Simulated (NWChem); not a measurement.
# SiH2, triplet; SMILES of the neutral closed-shell parent [SiH2]

```xyz
3

Si     0.0000     0.0000     0.1384
H      1.2983     0.0000    -0.6252
H     -1.2983     0.0000    -0.6252
```
Atoms are numbered in this order, from 1.

Program: NWChem. Pople sets run with spherical d functions. Spin-unrestricted. In the optimisation the excess spin sits in a1 and b2 (C2v, its own frame). All runs use the structure optimised with PBE-D3(BJ)/def2-SVP, spin-unrestricted. This spin state was assumed; another may lie lower. No stability test was run on the SCF state. Level: PBE/6-31G* with SMD (1 M gas to 1 M solution), gas-phase geometry. Reactions with the solvent are ignored.

### Question
Order these by “solvation free energy (kcal/mol)”, lowest first: 2-propanol; ethylene glycol; water.

### Answer
2-propanol (-1.0), ethylene glycol (0.1), water (0.7)
